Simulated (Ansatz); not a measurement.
**C₄H₁₀ (singlet): the correlation ladder, 6-31G***

One table from this session's results is given with a row withheld; the runs are named, their logs left out.

Program: Ansatz 0.2.0, Gaussian basis. Level of theory: 6-31G*, core rule «outside noble gas», up to 4 orbitals frozen. These are calculated values, not measurements.

Plan: UHF; CCSD(T) on RHF; BCCD(T) on RHF; CISD; CCSDT(Q) on RHF; CASSCF and MRCISD+Q, 8 electrons in 8 orbitals; CASSCF and NEVPT2, 8 electrons in 8 orbitals.

15 further runs of the same task are left out: 2 that didn't finish, 13 set aside as unsound or not needed.

### What is computed

The geometry is an MP2(full)/6-31G* stationary point (not a proven minimum).

14 atoms, charge 0, spin multiplicity 1.

Atoms are counted from 1 here; the program's logs count them from 0.

Bond lengths: C1–H2 1.098 Å, C1–C3 1.526 Å, C1–C7 1.526 Å, C1–C11 1.526 Å, C3–H4 1.095 Å, C3–H5 1.094 Å, C3–H6 1.094 Å, C7–H8 1.095 Å, C7–H9 1.094 Å, C7–H10 1.094 Å, C11–H12 1.095 Å, C11–H13 1.094 Å, C11–H14 1.094 Å. Angles: H2–C1–C3 108.1°, H2–C1–C7 108.1°, H2–C1–C11 108.1°, C3–C1–C7 110.8°, C3–C1–C11 110.8°, C7–C1–C11 110.8°, C1–C3–H4 110.4°, C1–C3–H5 111.3°, C1–C3–H6 111.3°, H4–C3–H5 107.9°, H4–C3–H6 107.9°, H5–C3–H6 108.0°, C1–C7–H8 110.4°, C1–C7–H9 111.3°, C1–C7–H10 111.3°, H8–C7–H9 107.9°, H8–C7–H10 107.9°, H9–C7–H10 108.0° and more.

Geometry (Å):

```
C     0.00000    0.00000    0.36790
H     0.00000    0.00000    1.46622
C     0.00000    1.45029   -0.10529
H     0.00000    1.49400   -1.19990
H    -0.88548    1.98470    0.25224
H     0.88548    1.98470    0.25224
C     1.25599   -0.72515   -0.10529
H     1.29384   -0.74700   -1.19990
H     2.16154   -0.22550    0.25224
H     1.27605   -1.75920    0.25224
C    -1.25599   -0.72515   -0.10529
H    -1.29384   -0.74700   -1.19990
H    -1.27605   -1.75920    0.25224
H    -2.16154   -0.22550    0.25224
```

Set-up of the first run:

File in.yaml:

```yaml
crystal:
  periodic: [false, false, false]
  atoms:
    - {symbol: C, position_ang: [0.000000, 0.000000, 0.367895]}
    - {symbol: H, position_ang: [0.000000, 0.000000, 1.466215]}
    - {symbol: C, position_ang: [0.000000, 1.450290, -0.105288]}
    - {symbol: H, position_ang: [0.000000, 1.493997, -1.199901]}
    - {symbol: H, position_ang: [-0.885482, 1.984695, 0.252243]}
    - {symbol: H, position_ang: [0.885482, 1.984695, 0.252243]}
    - {symbol: C, position_ang: [1.255988, -0.725145, -0.105288]}
    - {symbol: H, position_ang: [1.293839, -0.746998, -1.199901]}
    - {symbol: H, position_ang: [2.161537, -0.225498, 0.252243]}
    - {symbol: H, position_ang: [1.276055, -1.759197, 0.252243]}
    - {symbol: C, position_ang: [-1.255988, -0.725145, -0.105288]}
    - {symbol: H, position_ang: [-1.293839, -0.746998, -1.199901]}
    - {symbol: H, position_ang: [-1.276055, -1.759197, 0.252243]}
    - {symbol: H, position_ang: [-2.161537, -0.225498, 0.252243]}
basis:
  gaussian: {orbitals: "6-31G*"}
magnetization: {spin_polarized: true, initial_magnetization: 0}
hamiltonian: {xc: hf}
output: {orbitals: {seedname: orbitals}}
```

Launch:

```sh
$ ansatz run in.yaml --threads 1 --pin off --events-out ev --progress --plain --max-ram 3956MiB --backend cpu
```

Steps of the session up to this table: UHF; CCSD(T) on RHF; BCCD(T) on RHF; CISD; CCSDT(Q) on RHF; CASSCF and MRCISD+Q, 8 electrons in 8 orbitals; CASSCF and NEVPT2, 8 electrons in 8 orbitals.

One of the session's tables, all rows but one given; the rest of the session is left out.

```
           method  from RCCSDT(Q) (meV)
              RHF              +16419.8
             RMP2               +1989.4
             CISD               +2749.8
            RCCSD                     ?
         RCCSD(T)                 +45.5
          BCCD(T)                 +43.3
           RCCSDT                 +17.6
        RCCSDT(Q)                     0
  CASSCF frontier              +14218.6
  NEVPT2 frontier               +2093.9
  MRCISD frontier               +2137.5
MRCISD+Q frontier                +404.0
```

**Question.** Estimate the row for RCCSD.

The run gave: from RCCSDT(Q) (meV): +484.6. In the column «from RCCSDT(Q) (meV)» it lies between MRCISD+Q frontier (+404.0) and RMP2 (+1989.4).
